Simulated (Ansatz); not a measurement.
Mulliken charges of CH$_{4}$FSi (`C[SiH]F`) radical from PBE/def2-TZVPP in Ansatz (PBE0-D4/def2-TZVP geometry).

```csv
atom,x (Å),y (Å),z (Å),charge (e)
C1,-0.654,0.390,-0.298,-0.362
Si2,0.917,-0.594,-0.104,0.377
F3,0.641,-1.813,0.910,-0.279
H4,-1.445,-0.208,-0.754,0.115
H5,-0.470,1.261,-0.932,0.108
H6,-1.001,0.738,0.680,0.113
H7,2.011,0.226,0.499,-0.072
```

Q: By hand: the dipole of these point charges (1 e Å = 4.8032 D).

A: Σ q r = (-0.071, 0.320, -0.332) e Å, of length 0.467 e Å = 2.24 D.

Q: How does the dipole of the full density compare? (Best estimate.)

A: Ansatz gave: (-0.141, 0.284, -0.149) e Å, 1.68 D; the point charges give 1.33 times that, at 23° from its direction.

Point charges leave out the atoms' own dipoles, such as those of lone pairs, and Mulliken's split depends on the basis, so the two needn't agree.
